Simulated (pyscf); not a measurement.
**Routes from [O=Si–OH]• (SMILES O=[Si]O) + H₂ (SMILES [H][H])**

Candidate steps break at most two bonds and form at most two. Each was searched with GFN2-xTB (tblite) first. PySCF, gas phase, ωB97X-D3(BJ)/def2-SVP geometries. Energies: ωB97M-D3(BJ)/def2-TZVP, eV, from the separated reactants, doublet surface; ΔG‡ with ideal gas, 1 atm, RRHO with modes under 100 cm⁻¹ raised to 100, one conformer, R ln 2 for chiral ones without a mode under 150 cm⁻¹.

| products | type | ΔE‡ | ΔE | ΔG‡ 298 K | ΔG‡ 900 K | ν‡ (cm⁻¹) |
|---|---|---|---|---|---|---|
| HO–Si:–OH [singlet] + H• | hydrogen abstraction | 0.81 | +0.22 | 1.06 | 1.77 | 1764i |
| O=SiH–OH + H• | hydrogen abstraction | 0.87 | +0.65 | 1.11 | 1.81 | 1079i |

Plain bond fissions and candidates not yet searched are not listed, and one of them may be faster. Each barrier is that of the saddle found; lower ones may exist.
